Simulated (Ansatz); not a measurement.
# C₂H₃FS₂: basis-set convergence

An exercise on one series of results from a longer session: the logs are not shown, and one member is left open.

Method: one geometry, several basis sets; program: Ansatz 0.2.0, Gaussian basis.

The runs, in order: PBE0-D4/def2-SVP; ωB97M-V/def2-SVP; PBE0-D4/def2-QZVPP; ωB97M-V/def2-QZVPP; the functionals' def2-TZVPP values are taken from earlier runs.

### Structure used throughout

An earlier PBE0-D4 in a triple-zeta def2 set relaxation fixed the geometry.

8 atoms, charge 0, spin multiplicity 1.

Atoms are counted from 1 here; the program's logs count them from 0.

Bond lengths: F1–C2 1.379 Å, C2–C3 1.508 Å, C2–H6 1.093 Å, C2–H7 1.092 Å, C3–S4 1.624 Å, C3–S5 1.720 Å, S5–H8 1.347 Å. Angles: F1–C2–C3 114.2°, F1–C2–H6 108.3°, F1–C2–H7 108.3°, C3–C2–H6 108.4°, C3–C2–H7 108.4°, H6–C2–H7 109.2°, C2–C3–S4 119.0°, C2–C3–S5 119.1°, S4–C3–S5 121.9°, C3–S5–H8 97.4°.

Set-up of the first run:

Input file in.yaml:

```yaml
crystal:
  periodic: [false, false, false]
  atoms:
    - {symbol: F, position_ang: [0.194699, -0.284423, 1.588757]}
    - {symbol: C, position_ang: [0.678163, 0.260047, 0.417541]}
    - {symbol: C, position_ang: [-0.212921, 0.043481, -0.779568]}
    - {symbol: S, position_ang: [0.254348, 0.622210, -2.223047]}
    - {symbol: S, position_ang: [-1.695053, -0.804708, -0.576438]}
    - {symbol: H, position_ang: [0.801102, 1.335671, 0.564961]}
    - {symbol: H, position_ang: [1.652455, -0.187308, 0.207715]}
    - {symbol: H, position_ang: [-1.580693, -1.042070, 0.744279]}
basis:
  gaussian: {orbitals: def2-SVP}
hamiltonian: {xc: pbe0, dispersion: d4}
output: {orbitals: {seedname: orbitals}}
```

Run with:

```console
ansatz run in.yaml --threads 2 --pin off --events-out ev --progress --plain --max-ram 4352MiB
```

Steps of the session up to this table: PBE0-D4 in def2-SVP; ωB97M-V in def2-SVP; PBE0-D4 in def2-QZVPP; ωB97M-V in def2-QZVPP.

One of the session's tables, all rows but one given; the rest of the session is left out.

It belongs to the step «Density functionals: the series». 

| functional | basis | HOMO (eV) | LUMO (eV) |
| --- | --- | --- | --- |
| PBE0-D4 | def2-SVP | -6.69 | -2.10 |
| PBE0-D4 | def2-TZVPP | -6.85 | -2.31 |
| PBE0-D4 | def2-QZVPP | -6.89 | -2.37 |
| ωB97M-V | def2-SVP | ? | ? |
| ωB97M-V | def2-TZVPP | -9.03 | -0.22 |
| ωB97M-V | def2-QZVPP | -9.08 | -0.32 |

Estimate the missing values for ωB97M-V, def2-SVP.

The run gave: HOMO (eV): -8.84; LUMO (eV): 0.07. In the column «HOMO (eV)» it lies between ωB97M-V, def2-TZVPP (-9.03) and PBE0-D4, def2-QZVPP (-6.89).
